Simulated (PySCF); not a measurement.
**CH3S, SMILES `C[S]` (charge 0, multiplicity 2)**

These are PySCF 2.14.0 with PBE0-D4/def2-TZVP values and carry that method's errors.

```json
{
 "highest_occupied_spin_orbital": "-6.58 eV",
 "dipole_moment": "1.74 D",
 "total_energy": "-437.8956 Ha",
 "cost": "around 23 core-seconds (rough)"
}
```

```xyz
5

C     -0.1322    -0.0221     0.0000
S      1.6494    -0.0498     0.0046
H     -0.5442    -0.4905    -0.8947
H     -0.5479    -0.4729     0.9019
H     -0.4247     1.0344    -0.0107
```
Charge 0, spin multiplicity 2.
